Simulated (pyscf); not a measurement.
# Substitution at C: H₃C–Cl + [Cl–Zn]• → Cl–CH₂–Zn–Cl + H•

Gas phase, doublet surface, charge 0. Bonds broken: C4–H5. Bonds formed: Zn2–C4. PySCF, gas phase, ωB97X-D3(BJ)/def2-SVP geometries.

Transition state (Å):

```xyz
7

Cl     0.5835    -1.0621    -0.7202
Zn     1.6088     0.6427     1.1646
Cl     3.4989     1.5539     1.5247
C     -0.2226    -0.3041     0.7103
H     -1.5375    -1.0158     0.3377
H     -0.8370     0.5832     0.5354
H     -0.3321    -0.9122     1.6123
```

One imaginary mode, 1527i cm⁻¹; descent along it reached the two sides named, in the forms told below.

```
bond    change  reactant side (Å)  saddle  product side
------  ------  -----------------  ------  ------------
C4–H5   breaks              1.096   1.541           3.7
Zn2–C4   forms                3.6   2.111         1.941
```

Electronic energies relative to the separated reactants (kcal/mol):

```tsv
level	barrier	reaction energy	reverse barrier
ωB97X-D3(BJ)/def2-TZVP	59.3	+35.1	24.2
PBE/def2-TZVP	51.5	+36.8	14.7
r²SCAN/def2-TZVP	53.6	+38.1	15.5
B3LYP-D3(BJ)/def2-TZVP	57.8	+41.0	16.8
PBE0-D3(BJ)/def2-TZVP	56.1	+37.6	18.5
M06-2X/def2-TZVP	61.3	+40.9	20.4
ωB97M-D3(BJ)/def2-TZVP	61.1	+38.4	22.7
HF/def2-TZVP	82.7	+44.7	38.0
```

With ωB97M-D3(BJ)/def2-TZVP energies and thermal terms (ideal gas, 1 atm, RRHO with modes under 100 cm⁻¹ raised to 100, one conformer, R ln 2 for chiral ones without a mode under 150 cm⁻¹), in kcal/mol:

```csv
T (K),ΔH‡,ΔG‡,ΔH,ΔG
298,56.3,65.6,+33.1,+35.3
600,57.4,74.5,+34.8,+36.8
900,58.5,82.8,+36.3,+37.5
1200,59.4,90.8,+37.6,+37.6
```

On the reactant side the descent ends in a complex (not fully relaxed), 5.1 kcal/mol under the separated species and 64.5 kcal/mol under the saddle at ωB97X-D3(BJ)/def2-TZVP. One saddle was located; it need not be the lowest between these sides. The angle at the attacked C is 178°. The term symbol of open-shell Cl–Zn was not checked; spin-orbit terms and orbital degeneracy are left out. Elements up to Kr have no core potential and no relativistic terms here.
